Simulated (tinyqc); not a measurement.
Extended Hueckel theory, for H2S, step by step. One step of it, computed by the program tinyqc.

Problem. Wolfsberg-Helmholz matrix. H_ij = K' S_ij (H_ii + H_jj)/2 for i != j (the diagonal keeps H_ii), with K' = K + D^2 + D^4 (1 - K), D = (H_ii - H_jj)/(H_ii + H_jj), K = 1.75.

overlap S:
```
           1S 3s    1S 3px     1S 3py    1S 3pz     2H 1s      3H 1s
1S 3s   1.000000  0.000000   0.000000  0.000000  0.394703   0.343597
1S 3px  0.000000  1.000000   0.000000  0.000000  0.000000   0.000000
1S 3py  0.000000  0.000000   1.000000  0.000000  0.426298  -0.391500
1S 3pz  0.000000  0.000000   0.000000  1.000000  0.258549   0.237451
2H 1s   0.394703  0.000000   0.426298  0.258549  1.000000   0.060197
3H 1s   0.343597  0.000000  -0.391500  0.237451  0.060197   1.000000
```

diagonal H_ii (eV): 1S 3s -20.000000, 1S 3px -13.300000, 1S 3py -13.300000, 1S 3pz -13.300000, 2H 1s -13.600000, 3H 1s -13.600000

K = 1.750000

Give: H.

Solution.

H (eV):
```
           1S 3s    1S 3px    1S 3py    1S 3pz     2H 1s     3H 1s
1S 3s   -20.0000    0.0000    0.0000    0.0000  -11.8383  -10.3055
1S 3px    0.0000  -13.3000    0.0000    0.0000    0.0000    0.0000
1S 3py    0.0000    0.0000  -13.3000    0.0000  -10.0347    9.2156
1S 3pz    0.0000    0.0000    0.0000  -13.3000   -6.0860   -5.5894
2H 1s   -11.8383    0.0000  -10.0347   -6.0860  -13.6000   -1.4327
3H 1s   -10.3055    0.0000    9.2156   -5.5894   -1.4327  -13.6000
```
